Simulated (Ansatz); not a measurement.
Geometry optimisation, UKS B3LYP/cc-pVDZ in Ansatz.

The input (input.yaml):

```yaml
crystal:
  periodic: [false, false, false]
  atoms:
    - { symbol: Si, position_ang: [0.002774, 0.0, -0.084391] }
    - { symbol: Cl, position_ang: [0.033848, 0.0, 2.03822] }
    - { symbol: H, position_ang: [1.421553, 0.0, -0.548678] }
    - { symbol: H, position_ang: [-0.715746, 1.233445, -0.521487] }
    - { symbol: H, position_ang: [-0.715746, -1.233445, -0.521487] }
    - { symbol: H, position_ang: [-0.025284, 0.0, 4.609223] }
magnetization:
  spin_polarized: true
  initial_magnetization: 1
basis:
  gaussian: { orbitals: cc-pVDZ }
hamiltonian:
  xc: b3lyp
relax:
  f_tol: 0.03
  max_steps: 50
```

Command:

```bash
$ ansatz run input.yaml --threads 1 --pin off --max-ram 2048MiB --backend cpu --events-out ev --progress --plain --runs-dir out
```

**Question.** Where does it end, and by what steps?

**Answer.** The run converged. The force dipped under the threshold on the way, but the program's further checks kept it going. After 7 steps the energy has fallen by 0.041 eV; H6 moved furthest, 0.72 Å.

```json
{"step": "0", "energy less start (eV)": "0.0000", "largest force component (eV/Å)": "0.385", "accepted": "yes"}
{"step": "1", "energy less start (eV)": "-0.0109", "largest force component (eV/Å)": "0.237", "accepted": "yes"}
{"step": "2", "energy less start (eV)": "-0.0310", "largest force component (eV/Å)": "0.103", "accepted": "yes"}
{"step": "3", "energy less start (eV)": "-0.0376", "largest force component (eV/Å)": "0.099", "accepted": "yes"}
{"step": "4", "energy less start (eV)": "-0.0399", "largest force component (eV/Å)": "0.010", "accepted": "yes"}
{"step": "5", "energy less start (eV)": "-0.0406", "largest force component (eV/Å)": "0.008", "accepted": "yes"}
{"step": "6", "energy less start (eV)": "-0.0409", "largest force component (eV/Å)": "0.004", "accepted": "yes"}
{"step": "7", "energy less start (eV)": "-0.0409", "largest force component (eV/Å)": "0.017", "accepted": "yes"}
```

```xyz
6
Properties=species:S:1:pos:R:3
Si 0.003 0.000 -0.212
Cl 0.039 0.000 1.888
H 1.412 0.000 -0.698
H -0.710 1.226 -0.670
H -0.710 -1.226 -0.670
H -0.033 0.000 5.333
```

The run took 15 s on 1 thread of Intel(R) Xeon(R) Platinum 8488C (Sapphire Rapids) (shared host), peak memory 0.14 GiB.
